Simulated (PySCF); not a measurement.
Isomers of C6H12, mass 84.094 u with the commonest isotopes. Theory: PBE0/pcSseg-1 in PySCF (dipole) on a GFN2-xTB geometry, gas phase. One conformer each, none proved a minimum here; rigid rotors.

Question: Order these by rotational constant C, largest first.
A. `[CH3:1][CH:2]1[CH2:3][CH2:4][CH2:5][CH2:6]1` with C1–C2–C3–C4 136°, C2–C3–C4–C5 13°, C3–C4–C5–C6 -34°, C4–C5–C6–C2 42°
B. `[CH2:1]1[CH2:2][CH2:3][CH2:4][CH2:5][CH2:6]1` with C6–C1–C2–C3 -58°, C1–C2–C3–C4 58°, C2–C3–C4–C5 -57°, C3–C4–C5–C6 57°
C. `[CH3:1][CH2:2]/[CH:3]=[CH:4]/[CH2:5][CH3:6]` with C1–C2–C3–C4 -118°, C3–C4–C5–C6 -118°
D. 3,3-dimethyl-1-butene (`C(=C)C(C)(C)C`)

Answer: D (2661 MHz), B (2512 MHz), A (2289 MHz), C (1314 MHz).

Question: Order these by rotational constant B, smallest first.
A. `[CH2:1]1[CH2:2][CH2:3][CH2:4][CH2:5][CH2:6]1` with C6–C1–C2–C3 -58°, C1–C2–C3–C4 58°, C2–C3–C4–C5 -57°, C3–C4–C5–C6 57° (cyclohexane)
B. `[CH3:1][CH2:2]/[CH:3]=[CH:4]/[CH2:5][CH3:6]` with C1–C2–C3–C4 -118°, C3–C4–C5–C6 -118°
C. `[CH3:1][CH:2]1[CH2:3][CH2:4][CH2:5][CH2:6]1` with C1–C2–C3–C4 136°, C2–C3–C4–C5 13°, C3–C4–C5–C6 -34°, C4–C5–C6–C2 42°
D. 3,3-dimethyl-1-butene (`C=CC(C)(C)C`)

Answer: B (1397 MHz), D (2716 MHz), C (3018 MHz), A (4371 MHz).

Question: Order these by out-of-plane moment Σ m c² = (Ia + Ib − Ic)/2, smallest first.
A. 3,3-dimethyl-1-butene, `C=CC(C)(C)C`
B. `[CH2:1]1[CH2:2][CH2:3][CH2:4][CH2:5][CH2:6]1` with C6–C1–C2–C3 -58°, C1–C2–C3–C4 58°, C2–C3–C4–C5 -57°, C3–C4–C5–C6 57°
C. `[CH3:1][CH2:2]/[CH:3]=[CH:4]/[CH2:5][CH3:6]` with C1–C2–C3–C4 -118°, C3–C4–C5–C6 -118°
D. `[CH3:1][CH:2]1[CH2:3][CH2:4][CH2:5][CH2:6]1` with C1–C2–C3–C4 136°, C2–C3–C4–C5 13°, C3–C4–C5–C6 -34°, C4–C5–C6–C2 42°

Answer: D (14.45 u·Å²), B (15.05 u·Å²), C (15.98 u·Å²), A (55.02 u·Å²).

```tsv
SMILES	point group	Ia (u·Å²)	Ib (u·Å²)	Ic (u·Å²)	κ	μa (D)	μb (D)	μc (D)
CC1CCCC1	C1	82.25	167.43	220.78	-0.62	0.02	0.03	0.08
C=CC(C)(C)C	Cs	113.85	186.10	189.91	-0.94	0.35	0.01	0.00
CC/C=C/CC	C2	54.68	361.84	384.56	-0.98	0.00	0.02	0.00
C1CCCCC1	D3d	115.63	115.63	201.15	1.00	0.00	0.00	0.00
```
